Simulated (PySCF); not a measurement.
## Atomic charges against the basis set

Compound: C₄H₄S.
Atom-mapped SMILES: `[cH:1]1[cH:2][cH:3][s:4][cH:5]1` (hydrogens: H6 on C1; H7 on C2; H8 on C3; H9 on C5)

PBE0 throughout (PySCF), one geometry, spherical d and f functions. Geometry: PBE0-D3(BJ)/def2-SVP; no solvent, vibrations or thermal averaging. Atoms taken as equivalent share a column and are averaged.

Mulliken charges (e):

| basis | functions | C1/C2 | C3/C5 | S4 | H6/H7 | H8/H9 |
| --- | --- | --- | --- | --- | --- | --- |
| STO-3G | 33 | -0.112 | -0.208 | +0.293 | +0.083 | +0.091 |
| 6-31G | 57 | -0.088 | -0.567 | +0.512 | +0.184 | +0.215 |
| pcSseg-0 | 57 | -0.183 | -0.589 | +0.474 | +0.252 | +0.282 |
| 6-31G* | 82 | -0.135 | -0.411 | +0.308 | +0.180 | +0.211 |
| def2-SVP | 94 | -0.014 | -0.133 | +0.086 | +0.035 | +0.070 |
| cc-pVDZ | 94 | +0.015 | -0.153 | +0.156 | +0.013 | +0.047 |
| aug-cc-pVDZ | 155 | +0.666 | -0.069 | +0.479 | -0.401 | -0.436 |
| 6-311+G(2d,p) | 167 | -0.251 | +0.055 | -0.107 | +0.116 | +0.134 |
| def2-TZVP | 185 | -0.160 | -0.156 | +0.074 | +0.128 | +0.150 |
| cc-pVTZ | 210 | -0.139 | -0.165 | +0.097 | +0.126 | +0.129 |
| IGLO-III | 224 | -0.117 | -0.239 | +0.336 | +0.085 | +0.103 |

IAO charges (e):

| basis | functions | C1/C2 | C3/C5 | S4 | H6/H7 | H8/H9 |
| --- | --- | --- | --- | --- | --- | --- |
| STO-3G | 33 | -0.183 | -0.295 | +0.399 | +0.139 | +0.141 |
| 6-31G | 57 | -0.184 | -0.310 | +0.299 | +0.165 | +0.179 |
| pcSseg-0 | 57 | -0.182 | -0.311 | +0.302 | +0.164 | +0.178 |
| 6-31G* | 82 | -0.177 | -0.318 | +0.337 | +0.157 | +0.170 |
| def2-SVP | 94 | -0.179 | -0.317 | +0.348 | +0.155 | +0.167 |
| cc-pVDZ | 94 | -0.182 | -0.320 | +0.345 | +0.159 | +0.171 |
| aug-cc-pVDZ | 155 | -0.187 | -0.326 | +0.346 | +0.164 | +0.176 |
| 6-311+G(2d,p) | 167 | -0.186 | -0.332 | +0.361 | +0.163 | +0.175 |
| def2-TZVP | 185 | -0.185 | -0.335 | +0.367 | +0.162 | +0.175 |
| cc-pVTZ | 210 | -0.185 | -0.330 | +0.357 | +0.162 | +0.175 |
| IGLO-III | 224 | -0.187 | -0.337 | +0.370 | +0.163 | +0.176 |

Hirshfeld charges (e):

```csv
basis,functions,C1/C2,C3/C5,S4,H6/H7,H8/H9
STO-3G,33,-0.067,-0.074,+0.158,+0.029,+0.033
6-31G,57,-0.072,-0.087,+0.079,+0.057,+0.063
pcSseg-0,57,-0.074,-0.089,+0.108,+0.055,+0.054
6-31G*,82,-0.068,-0.081,+0.065,+0.056,+0.062
def2-SVP,94,-0.075,-0.087,+0.107,+0.054,+0.054
cc-pVDZ,94,-0.072,-0.085,+0.095,+0.053,+0.056
aug-cc-pVDZ,155,-0.079,-0.092,+0.106,+0.058,+0.060
"6-311+G(2d,p)",167,-0.079,-0.092,+0.105,+0.058,+0.060
def2-TZVP,185,-0.077,-0.090,+0.099,+0.057,+0.060
cc-pVTZ,210,-0.075,-0.089,+0.096,+0.056,+0.059
IGLO-III,224,-0.080,-0.092,+0.117,+0.057,+0.057
```

ESP-fitted charges (e):

```
        basis  functions   C1/C2   C3/C5      S4   H6/H7   H8/H9
       STO-3G         33  -0.149  -0.071  +0.075  +0.093  +0.090
        6-31G         57  -0.156  -0.206  +0.009  +0.157  +0.201
     pcSseg-0         57  -0.185  -0.188  +0.001  +0.173  +0.199
       6-31G*         82  -0.140  -0.252  +0.055  +0.153  +0.211
     def2-SVP         94  -0.151  -0.227  +0.058  +0.152  +0.197
      cc-pVDZ         94  -0.141  -0.253  +0.071  +0.152  +0.207
  aug-cc-pVDZ        155  -0.147  -0.249  +0.059  +0.156  +0.210
6-311+G(2d,p)        167  -0.152  -0.267  +0.077  +0.162  +0.219
    def2-TZVP        185  -0.155  -0.242  +0.063  +0.159  +0.206
      cc-pVTZ        210  -0.150  -0.237  +0.058  +0.154  +0.203
     IGLO-III        224  -0.151  -0.256  +0.080  +0.157  +0.210
```

Task: Which scheme is steadiest as the basis changes?

Result: Largest range over the bases for any column: Hirshfeld 0.09 e, IAO 0.10 e, ESP-fitted 0.20 e, Mulliken 0.92 e. Hirshfeld and IAO charges move least and Mulliken charges most, counted in e. Without the minimal STO-3G basis the ranges are Hirshfeld 0.05, IAO 0.07, ESP-fitted 0.08, Mulliken 0.92 e.

Task: How much do the charges still move between the two largest bases, cc-pVTZ and IGLO-III?

Result: At most, over all atoms: Mulliken 0.239 e, IAO 0.013 e, Hirshfeld 0.021 e, ESP-fitted 0.022 e.

Task: What do the same runs give for the total energy, the frontier levels and the dipole moment?

Result: 
```json
{"basis": "STO-3G", "energy (Eh)": "-546.4288", "HOMO (eV)": "-4.56", "LUMO (eV)": "2.99", "μ (D)": "0.53"}
{"basis": "6-31G", "energy (Eh)": "-552.5872", "HOMO (eV)": "-6.74", "LUMO (eV)": "-0.06", "μ (D)": "0.78"}
{"basis": "pcSseg-0", "energy (Eh)": "-551.8560", "HOMO (eV)": "-7.17", "LUMO (eV)": "-0.45", "μ (D)": "0.84"}
{"basis": "6-31G*", "energy (Eh)": "-552.6594", "HOMO (eV)": "-6.62", "LUMO (eV)": "-0.04", "μ (D)": "0.60"}
{"basis": "def2-SVP", "energy (Eh)": "-552.4478", "HOMO (eV)": "-6.86", "LUMO (eV)": "-0.28", "μ (D)": "0.46"}
{"basis": "cc-pVDZ", "energy (Eh)": "-552.6963", "HOMO (eV)": "-6.75", "LUMO (eV)": "-0.20", "μ (D)": "0.46"}
{"basis": "aug-cc-pVDZ", "energy (Eh)": "-552.7052", "HOMO (eV)": "-6.88", "LUMO (eV)": "-0.46", "μ (D)": "0.54"}
{"basis": "6-311+G(2d,p)", "energy (Eh)": "-552.7363", "HOMO (eV)": "-6.87", "LUMO (eV)": "-0.46", "μ (D)": "0.50"}
{"basis": "def2-TZVP", "energy (Eh)": "-552.7537", "HOMO (eV)": "-6.87", "LUMO (eV)": "-0.41", "μ (D)": "0.50"}
{"basis": "cc-pVTZ", "energy (Eh)": "-552.7536", "HOMO (eV)": "-6.84", "LUMO (eV)": "-0.37", "μ (D)": "0.51"}
{"basis": "IGLO-III", "energy (Eh)": "-552.7535", "HOMO (eV)": "-6.86", "LUMO (eV)": "-0.36", "μ (D)": "0.39"}
```

The dipole is fixed by the density alone, so its range of 0.45 D shows that the density itself changes with the basis, not only its division among atoms.
